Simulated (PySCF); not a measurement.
Molfile (atoms numbered from 1):
```
C3H3N
     RDKit          3D

  7  6  0  0  0  0  0  0  0  0999 V2000
   -1.5771   -1.0892   -0.3404 H   0  0  0  0  0  0  0  0  0  0  0  0
   -1.7568   -0.3473    0.3457 N   0  0  0  0  0  0  0  0  0  0  0  0
   -0.6995    0.3355    0.5360 C   0  0  0  0  0  0  0  0  0  0  0  0
    0.5730    0.1285   -0.0979 C   0  0  0  0  0  0  0  0  0  0  0  0
    1.6487   -0.0396   -0.6333 C   0  0  0  0  0  0  0  0  0  0  0  0
   -0.7439    1.1716    1.2533 H   0  0  0  0  0  0  0  0  0  0  0  0
    2.5976   -0.1921   -1.1150 H   0  0  0  0  0  0  0  0  0  0  0  0
  1  2  1  0
  2  3  2  0
  3  4  1  0
  4  5  3  0
  3  6  1  0
  5  7  1  0
M  END
```

[PySCF: coordinates at the PBE0-D3(BJ)/def2-SVP level; σ from GIAO-B3LYP/pcSseg-2; gas phase; one computed conformer; non-relativistic]

Chemical shifts δ = σref − σ; TMS for 13C (σ = 179.19 ppm) and 1H (σ = 31.39 ppm); NH3 for 15N (σ = 258.52 ppm), all at this level.

```json
{"atoms": "N2", "nucleus": "15N", "count": "1", "δ (ppm)": "?"}
{"atoms": "H6", "nucleus": "1H", "count": "1", "δ (ppm)": "7.80"}
{"atoms": "C3", "nucleus": "13C", "count": "1", "δ (ppm)": "163.1"}
{"atoms": "H7", "nucleus": "1H", "count": "1", "δ (ppm)": "2.97"}
{"atoms": "C4", "nucleus": "13C", "count": "1", "δ (ppm)": "84.1"}
{"atoms": "H1", "nucleus": "1H", "count": "1", "δ (ppm)": "?"}
{"atoms": "C5", "nucleus": "13C", "count": "1", "δ (ppm)": "85.0"}
```

Question: Fill in the missing shifts.

Answer: 
- H1: 11.09 ppm, hydrogen on an imine nitrogen; exchangeable; this is the value without hydrogen bonding to other molecules
- N2: 395.7 ppm, imine nitrogen

OH/NH shifts are gas-phase values; hydrogen bonding in solution moves them, usually downfield. Shifts are as computed. Against solution values, carbons near 30 ppm lie about +3 ppm off and those near 130 ppm about +8 ppm. Of 1211 compounds with measured shifts, 218 miss one by over three times the rms of a fit or turn the order of signals round; such compounds aren't used in these exercises. Experimental scales use liquid or dissolved standards, which lie at an offset from isolated NH3 (liquid NH3: subtract about 20 ppm). Unscaled 15N shifts of sp2 nitrogen come out 20 to 40 ppm too high even then.
